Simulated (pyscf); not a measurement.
PySCF, gas phase, ωB97X-D3(BJ)/def2-SVP geometries.

Problem. Estimate the classical barrier height and the reaction energy of AsH₃ + SiH₄ -> H₃Si–AsH₂ + H₂ at ωB97M-D3(BJ)/def2-TZVP. The step runs on the singlet surface, breaks As–H, H–Si and forms As–Si, H–H; take the separated reactants as zero.

Solution. ΔE‡ = 65.0 kcal/mol, ΔE = -0.8 kcal/mol. Zero-point energy shifts the barrier by +0.2 kcal/mol. It is a four-centre exchange, with an imaginary mode of 1617i cm⁻¹. At the saddle there is also a short H–Si contact that neither side keeps. One saddle was located; it need not be the lowest between these sides. Elements up to Kr have no core potential and no relativistic terms here.
